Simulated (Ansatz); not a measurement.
**C4H9N: a ladder of functionals and wavefunction methods**

Aim: compute C4H9N with functionals from several rungs and with coupled cluster. The yardstick is the atomisation energy at the CCSD(T) limit.

Method: functionals in def2-TZVPP, the program's frozen cores in correlated methods; program: Ansatz 0.2.0, Gaussian basis.

Plan: PBE-D4, r2SCAN-D4, PBE0-D4, B3LYP-D4, ωB97X-V, ωB97M-V, B2PLYP; CCSD(T)/def2-TZVPP; MP2/def2-QZVPP; extrapolation to the limit.

## (1) The relaxed structure

The geometry comes from an earlier relaxation with PBE0-D4 in a triple-zeta def2 set; it is a stationary point, not always the lowest conformer.

SMILES `CC(C)=CN`, 14 atoms, charge 0, spin multiplicity 1.

Atoms are counted from 1 here; the program's logs count them from 0.

Bond lengths: C1–C2 1.496 Å, C1–H6 1.097 Å, C1–H7 1.095 Å, C1–H8 1.093 Å, C2–C3 1.495 Å, C2–C4 1.336 Å, C3–H9 1.096 Å, C3–H10 1.097 Å, C3–H11 1.092 Å, C4–N5 1.391 Å, C4–H12 1.086 Å, N5–H13 1.008 Å, N5–H14 1.008 Å. Angles: C2–C1–H6 111.6°, C2–C1–H7 110.6°, C2–C1–H8 113.3°, H6–C1–H7 106.7°, H6–C1–H8 107.2°, H7–C1–H8 107.1°, C1–C2–C3 116.1°, C1–C2–C4 123.3°, C3–C2–C4 120.6°, C2–C3–H9 111.4°, C2–C3–H10 111.5°, C2–C3–H11 111.6°, H9–C3–H10 106.5°, H9–C3–H11 108.0°, H10–C3–H11 107.6°, C2–C4–N5 127.5°, C2–C4–H12 119.0°, N5–C4–H12 113.4° and more.

Coordinates:

```xyz
14

C    -1.2867   -0.1561    0.6369
C     0.1448   -0.1243    0.2045
C     1.1344   -0.6988    1.1669
C     0.5438    0.3471   -0.9802
N    -0.2564    0.7983   -2.0249
H    -1.7063   -1.1671    0.5705
H    -1.3806    0.1549    1.6824
H    -1.9313    0.5002    0.0469
H     1.1037   -0.1767    2.1306
H     0.9233   -1.7543    1.3783
H     2.1541   -0.6359    0.7815
H     1.6025    0.3311   -1.2239
H     0.1515    1.5431   -2.5672
H    -1.2096    1.0091   -1.7735
```

## (2) PBE-D4 (GGA)

Input file in.yaml:

```yaml
crystal:
  periodic: [false, false, false]
  atoms:
    - {symbol: C, position_ang: [-1.286696, -0.156113, 0.636866]}
    - {symbol: C, position_ang: [0.144831, -0.124330, 0.204494]}
    - {symbol: C, position_ang: [1.134373, -0.698757, 1.166945]}
    - {symbol: C, position_ang: [0.543834, 0.347131, -0.980238]}
    - {symbol: N, position_ang: [-0.256392, 0.798291, -2.024889]}
    - {symbol: H, position_ang: [-1.706327, -1.167116, 0.570484]}
    - {symbol: H, position_ang: [-1.380601, 0.154945, 1.682383]}
    - {symbol: H, position_ang: [-1.931321, 0.500223, 0.046874]}
    - {symbol: H, position_ang: [1.103683, -0.176661, 2.130642]}
    - {symbol: H, position_ang: [0.923261, -1.754255, 1.378296]}
    - {symbol: H, position_ang: [2.154113, -0.635918, 0.781488]}
    - {symbol: H, position_ang: [1.602495, 0.331082, -1.223933]}
    - {symbol: H, position_ang: [0.151484, 1.543129, -2.567225]}
    - {symbol: H, position_ang: [-1.209637, 1.009149, -1.773487]}
basis:
  gaussian: {orbitals: def2-TZVPP}
hamiltonian: {xc: pbe, dispersion: d4}
output: {forces: true, orbitals: {seedname: orbitals}}
```

On the command line:

```bash
$ ansatz run in.yaml --threads 4 --pin off --events-out ev --progress --plain --max-ram 10444MiB
```

Further steps of the session: r2SCAN-D4 (meta-GGA); PBE0-D4 (hybrid); B3LYP-D4 (hybrid); ωB97X-V (range-separated); ωB97M-V (range-separated); B2PLYP (double hybrid); CCSD(T) in def2-TZVPP; MP2 in def2-QZVPP.

Q: Predict the results of all the runs planned. Wanted: atomisation energy, CCSD(T)/CBS; farthest; mean size of error, hybrid; mean size of error, range-separated; gap, smallest and largest; T1 diagnostic; triples share of the correlation energy.

**Answer**, as computed:

```
                               quantity                                 value
        atomisation energy, CCSD(T)/CBS                             57.574 eV
    functionals within 0.288 eV (0.5 %)           r2SCAN-D4, ωB97X-V, ωB97M-V
                               farthest                    PBE-D4 (+1.511 eV)
             mean size of error, hybrid                              0.426 eV
    mean size of error, range-separated                              0.192 eV
              gap, smallest and largest  4.65 eV (PBE-D4), 10.74 eV (ωB97X-V)
                          T1 diagnostic                                0.0103
triples share of the correlation energy                                 4.0 %
```

**Reading.** PBE-D4 misses by +1.511 eV. Double hybrids carry the basis error of their MP2 part in triple zeta, and no dispersion term here, so their miss is partly the set-up's. The reference freezes the cores and leaves out relativity and excitations past (T), so misses under about 0.288 eV can't be ranked. Hartree-Fock recovers 73 % of the binding; the rest is correlation. Orbital gaps span 4.6 to 10.7 eV; exact exchange widens them.
